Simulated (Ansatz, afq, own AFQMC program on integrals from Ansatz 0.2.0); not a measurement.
AFQMC on a folder of integrals that Ansatz 0.2.0 wrote.

```yaml
crystal:
  periodic: [false, false, false]
  atoms:
    - {symbol: Ge, position_ang: [0.000000, -0.007713, 0.255359]}
    - {symbol: O, position_ang: [0.000000, 0.087695, -1.195508]}
    - {symbol: H, position_ang: [1.259685, -0.756180, 0.732781]}
    - {symbol: H, position_ang: [0.000000, 1.447646, 0.730233]}
    - {symbol: H, position_ang: [-1.259685, -0.756180, 0.732781]}
    - {symbol: H, position_ang: [0.000000, -0.771420, -1.622215]}
basis:
  gaussian: {orbitals: 6-31G}
magnetization: {spin_polarized: false}
correlation: {method: ccsd_t, electrons: outside_noble_gas, hamiltonian_folder: ham}
```

```sh
$ ansatz run in.yaml --threads 1 --pin off --events-out ev --progress --plain --max-ram 1382MiB
```

afq runs on the folder ham with

```
--method phaseless --trial cisd --walkers 80 --populations 1 --least-time 40 --time-step 0.005 --steps-per-block 50 --equilibration-blocks 28 --max-blocks 300 --target-error 0.00045 --factor-cut 1e-05 --seed 3684 --release-times 0.24,0.51,0.99,1.62,2.4 --release-step 0.03 --release-every 4 --taylor-order 6
```

Times are imaginary, in 1/Eh. The walk had a cap of 495 s. Filled inner d shells are frozen with the cores.

```
orbitals 31  electrons 7 7  factors 270 of 458
reference energy -2152.06542363 Eh
CCSD correlation -0.19519814 Eh in 9 cycles, weight of the determinant in the CISD state 0.9200
energy of the start -2152.260622 Eh
 block  time / (1/Eh)  mean weight  energy / Eh
     1     0.250  1.0012  -2152.257774
     2     0.500  1.0009  -2152.258914
     3     0.750  1.0001  -2152.259322
     4     1.000  1.0002  -2152.264206
     5     1.250  1.0023  -2152.260795
    10     2.500  1.0006  -2152.264207
    29     7.250  0.9986  -2152.261437
    49    12.250  1.0011  -2152.259815
    69    17.250  0.9974  -2152.260342
    89    22.250  1.0000  -2152.264714
   109    27.250  0.9984  -2152.268213
   125    31.250  1.0012  -2152.269728
   129    32.250  0.9996  -2152.264858
   149    37.250  0.9992  -2152.260924
   169    42.250  1.0008  -2152.268172
   185    46.250  1.0005  -2152.262023
blocks merged  error / Eh  count
     1  0.000245  160
     2  0.000271  80
     4  0.000324  40
     8  0.000329  20
    16  0.000444  10
released: time / (1/Eh)  energy / Eh  error  mean overlap
  0.24  -2152.264047  0.000374  0.9937
  0.51  -2152.264564  0.000296  0.9928
  0.99  -2152.264117  0.000321  1.0039
  1.62  -2152.264041  0.000442  0.9999
  2.40  -2152.264298  0.000399  1.0000
energy -2152.264051 +/- 0.000329 Eh
(rows thinned)
```

(1) Estimate how long the walk took on 1 thread of Arm Neoverse V2, on a shared host.

The run passed its tests (sampling time, drift between the halves within three errors, error under three times the target), which doesn't prove that it has relaxed.

Against this walk (error 8.9 meV) on the same determinant: CCSD(T) 23.8 meV higher. The error is statistical and leaves out the bias of the constraint. Released to 2.40 1/Eh the energy moves by -7 ± 14 meV (both errors), within twice the noise.

Cautions: constraint bias not in the error; no relativity below Rb; no spin-orbit coupling; inner d shell frozen.

Results:

(1) 2.2 min of wall time.

A walk keeps the symmetry of its determinant, which the program's search chose and which needn't be the lowest solution, so a lower state of the same spin and another symmetry isn't excluded.
